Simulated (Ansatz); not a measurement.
in.yaml

```yaml
crystal:
  periodic: [false, false, false]
  atoms:
    - {symbol: Ga, position_ang: [0.002337, -0.133853, 2.342016]}
    - {symbol: C, position_ang: [0.001488, -0.113467, 0.265731]}
    - {symbol: N, position_ang: [0.049472, -0.220886, -0.972452]}
    - {symbol: H, position_ang: [-0.053297, 0.468206, -1.635294]}
basis:
  gaussian: {orbitals: cc-pVDZ}
magnetization: {spin_polarized: false, initial_magnetization: 1}
hamiltonian: {xc: hf}
output: {orbitals: {seedname: orbitals}}
```

```sh
$ ansatz run in.yaml --threads 1 --pin off --events-out ev --progress --plain --max-ram 2393MiB
```

Roughly how long does this take on 1 thread of AMD EPYC, shared host, and how much host memory?

6 s wall and 0.11 GiB.

```
637 factors; integrals over basis functions are off by at most 1.3e-3 eV
mean field evaluation 1: about -54857.7503 eV, gradient 2.3e1 eV
mean field evaluation 2: about -54857.7539 eV, gradient 2.3e1 eV
mean field evaluation 4: about -54859.3590 eV, gradient 3.8e0 eV
mean field evaluation 8: about -54859.4255 eV, gradient 2.3e-1 eV
mean field evaluation 16: about -54858.1842 eV, gradient 9.1e0 eV
mean field evaluation 32: about -54859.1117 eV, gradient 1.7e0 eV
mean field evaluation 64: about -54858.6943 eV, gradient 1.6e1 eV
mean field -54859.42698939 eV, -2016.0467568050 hartree, gradient 1.4e-5 eV, S^2 0.750000; 3 other end points of the search recorded, 0 dependent functions left out
reference -54859.42698939 eV, -2016.0467568050 hartree; 23, 22 occupied and 37, 38 virtual orbitals, 637 factors
Total energy: -54859.42698939 eV, -2016.0467568050 hartree
```
